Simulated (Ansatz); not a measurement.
# One shape, several levels: [CF3]+ (SMILES F[C+](F)F)

Aim: a comparison of 6 runs (HF/STO-3G, B2PLYP/STO-3G, CAM-B3LYP/STO-3G, PBE0/STO-3G, revPBE/STO-3G, UMP2/STO-3G) of [CF3]+. 

The results are computed with Ansatz 0.2.0.

5 further runs of the same task are left out: 5 that didn't finish.

## Step 1: The structure to begin with

[CF3]+ has 4 atoms, charge +1, and is taken as a singlet. SMILES: `F[C+](F)F`. The F3–C2 distance was set to 1.845 Å, away from the relaxed value.

Bond lengths: F1–C2 1.230 Å, C2–F4 1.230 Å. Angles: F1–C2–F4 120.0°. A long bond or contact: C2–F3 1.845 Å.

## Step 2: A single-point energy at HF/STO-3G (run 1)

Contents of input.yaml:

```yaml
crystal:
  periodic: [false, false, false]
  atoms:
    - symbol: F
      position_ang: [1.003353, 0.372105, 1.225102]
    - symbol: C
      position_ang: [0.304753, 0.486705, 0.219702]
    - symbol: F
      position_ang: [-0.609500, -0.973400, -0.439400]
    - symbol: F
      position_ang: [0.215753, 1.574705, -0.346298]
basis:
  gaussian:
    orbitals: STO-3G
total_charge: 1
magnetization:
  spin_polarized: false
hamiltonian:
  xc: hf
accuracy: high
```

Started as:

```bash
$ ansatz run input.yaml --threads 1 --pin off --max-ram 2610MiB --events-out events.jsonl --progress --plain --runs-dir runs
```

Output:

```text
Warning: RAYON_NUM_THREADS=1 ignored (pool sized by the plan → 1); use --threads N
Functional definition: HF
  name "HF"
  exchange = exact_x
  correlation = 0
360 factors; integrals over basis functions are off by at most 4.0e-8 eV
mean field evaluation 1: about -8997.2922 eV, gradient 4.8e1 eV
mean field evaluation 2: about -8997.3643 eV, gradient 4.8e1 eV
mean field evaluation 4: about -9008.2752 eV, gradient 1.1e1 eV
mean field evaluation 8: about -9009.2325 eV, gradient 3.0e-1 eV
mean field evaluation 16: about -9009.2131 eV, gradient 2.8e-8 eV
mean field -9009.21310464 eV, -331.0824749317 hartree, gradient 2.8e-8 eV, S^2 0.000000; 0 other end points of the search recorded, 0 dependent functions left out
reference -9009.21310464 eV, -331.0824749317 hartree; 16, 16 occupied and 4, 4 virtual orbitals, 360 factors
Total energy: -9009.21310464 eV, -331.0824749317 hartree
```

It took 0.12 s on 1 thread of Arm Neoverse V2, shared host.

## Step 3: A single-point energy at B2PLYP/STO-3G (run 2)

Contents of run.yaml:

```yaml
crystal:
  periodic: [false, false, false]
  atoms:
    - {symbol: F, position_ang: [1.003353, 0.372105, 1.225102]}
    - {symbol: C, position_ang: [0.304753, 0.486705, 0.219702]}
    - {symbol: F, position_ang: [-0.609500, -0.973400, -0.439400]}
    - {symbol: F, position_ang: [0.215753, 1.574705, -0.346298]}
basis:
  gaussian: {orbitals: STO-3G}
total_charge: 1
hamiltonian: {xc: {name: B2PLYP}}
correlation: {frozen_orbitals: {C: 1, F: 1}}
accuracy: high
```

Started as:

```bash
$ ansatz run run.yaml --threads 1 --pin off --max-ram 2610MiB --events-out events.jsonl --progress --plain --runs-dir runs
```

Output (excerpt; [...] marks lines left out):

```text
Warning: RAYON_NUM_THREADS=1 ignored (pool sized by the plan → 1); use --threads N
Functional definition: B2PLYP
  name "B2PLYP"
[...]
360 factors; integrals over basis functions are off by at most 4.0e-8 eV
[...]
mean field -9033.15762765 eV, -331.9624199219 hartree, gradient 9.2e-8 eV, S^2 0.000000; 0 other end points of the search recorded, 0 dependent functions left out; unrestricted orbitals would lower it
4 core orbitals not correlated: weight in the atoms' cores, before any rotation towards them, 1.000 or more for the frozen orbitals, at most 0.000 for the correlated occupied ones
reference -9033.15763780 eV, -331.9624202952 hartree; 12, 12 occupied and 4, 4 virtual orbitals, 360 factors
second order -6.76320733 eV of doubles, -0.00000000 eV of singles
Total energy: -9034.98370378 eV, -332.0295269821 hartree
```

It took 1.3 s on 1 thread of Arm Neoverse V2, shared host; peak memory 0.095 GiB.

Runs 3 to 4 aren't shown in full; the table further down has their settings and results.

## Step 4: A single-point energy at revPBE/STO-3G (run 5)

Contents of molecule.yaml:

```yaml
crystal:
  periodic: [false, false, false]
  atoms:
    - {symbol: F, position_ang: [1.003353, 0.372105, 1.225102]}
    - {symbol: C, position_ang: [0.304753, 0.486705, 0.219702]}
    - {symbol: F, position_ang: [-0.609500, -0.973400, -0.439400]}
    - {symbol: F, position_ang: [0.215753, 1.574705, -0.346298]}
basis:
  gaussian:
    orbitals: STO-3G
total_charge: 1
hamiltonian:
  xc: {name: revPBE}
accuracy: high
```

Started as:

```bash
$ ansatz run molecule.yaml --threads 1 --pin off --max-ram 2610MiB --events-out events.jsonl --progress --plain --runs-dir runs
```

Output:

```text
Warning: RAYON_NUM_THREADS=1 ignored (pool sized by the plan → 1); use --threads N
Functional definition: revPBE
  name "revPBE"
  parameter kappa = 1.245
  parameter beta = 0.06672455060314922
  exchange = pbe_x(kappa = kappa, mu = beta*pi^2/3)
  correlation = pbe_c(beta = beta)
360 factors; integrals over basis functions are off by at most 4.0e-8 eV
mean field evaluation 1: about -9038.8100 eV, gradient 3.4e1 eV
mean field evaluation 2: about -8789.5958 eV, gradient 2.1e2 eV
mean field evaluation 4: about -9042.4792 eV, gradient 2.2e1 eV
mean field evaluation 8: about -9043.7741 eV, gradient 6.7e-1 eV
mean field evaluation 16: about -9043.7039 eV, gradient 5.5e-5 eV
mean field -9043.70393265 eV, -332.3499894821 hartree, gradient 3.9e-8 eV, S^2 0.000000; 0 other end points of the search recorded, 0 dependent functions left out
reference -9043.70393366 eV, -332.3499895194 hartree; 16, 16 occupied and 4, 4 virtual orbitals, 360 factors
Total energy: -9043.70393366 eV, -332.3499895194 hartree
```

Run time: 0.96 s. Hardware: 1 thread of Arm Neoverse V2, shared host; peak memory 0.09 GiB.

## Step 5: The energy at UMP2/STO-3G (run 6)

Contents of run.yaml:

```yaml
crystal:
  periodic: [false, false, false]
  atoms:
    - symbol: F
      position_ang: [1.003353, 0.372105, 1.225102]
    - symbol: C
      position_ang: [0.304753, 0.486705, 0.219702]
    - symbol: F
      position_ang: [-0.609500, -0.973400, -0.439400]
    - symbol: F
      position_ang: [0.215753, 1.574705, -0.346298]
basis:
  gaussian:
    orbitals: STO-3G
total_charge: 1
magnetization:
  spin_polarized: true
  initial_magnetization: 0
correlation:
  method: mp2
  frozen_orbitals: {C: 1, F: 1}
accuracy: high
```

Started as:

```bash
$ ansatz run run.yaml --threads 1 --pin off --max-ram 2610MiB --events-out events.jsonl --progress --plain --runs-dir runs
```

Output (excerpt; [...] marks lines left out):

```text
Warning: RAYON_NUM_THREADS=1 ignored (pool sized by the plan → 1); use --threads N
Functional definition: HF
  name "HF"
[...]
360 factors; integrals over basis functions are off by at most 4.0e-8 eV
[...]
mean field -9010.05342255 eV, -331.1133560450 hartree, gradient 1.0e-8 eV, S^2 0.601089; 13 other end points of the search recorded, 0 dependent functions left out
4 core orbitals not correlated: weight in the atoms' cores, before any rotation towards them, 1.000 or more for the frozen orbitals, at most 0.000 for the correlated occupied ones
reference -9010.05342255 eV, -331.1133560450 hartree; 12, 12 occupied and 4, 4 virtual orbitals, 360 factors
second order -3.25043058 eV of doubles, -0.00000000 eV of singles
Total energy: -9013.30385313 eV, -331.2328071656 hartree
```

It took 0.84 s on 1 thread of Arm Neoverse V2, shared host.

## Step 6: All runs side by side

| run | level | frozen core orbitals | energy (Eh) | wall time |
| --- | --- | --- | --- | --- |
| 1 | HF/STO-3G | – | -331.082475 | 0.12 s |
| 2 | B2PLYP/STO-3G | 4 | -332.029527 | 1.3 s |
| 3 | CAM-B3LYP/STO-3G | – | -332.262641 | 1.1 s |
| 4 | PBE0/STO-3G | – | -332.123450 | 0.88 s |
| 5 | revPBE/STO-3G | – | -332.349990 | 0.96 s |
| 6 | UMP2/STO-3G | 4 | -331.232807 | 0.84 s |

## Step 7: Results

| quantity | value |
| --- | --- |
| run 6: total energy | -331.23281 Eh |
| run 6: correlation energy (4 core orbitals frozen) | -119.5 mEh |
| run 6: ⟨S²⟩ of the reference determinant | 0.601 |

Totals of different functionals can't be ranked against each other. In run 2 the log says that unrestricted orbitals would lower the reference, so the values rest on an unstable closed-shell determinant (other closed-shell runs at this shape may share the fault). In runs 1, 2, 3, 4, 5, 6 the basis is minimal, so the values are rough. Spin contamination of the reference: run 6 ⟨S²⟩ = 0.60. Where it is this large, the reference is a mixture of spin states, and values that rest on it are in doubt. All runs together took 5.2 s, the longest 1.3 s.
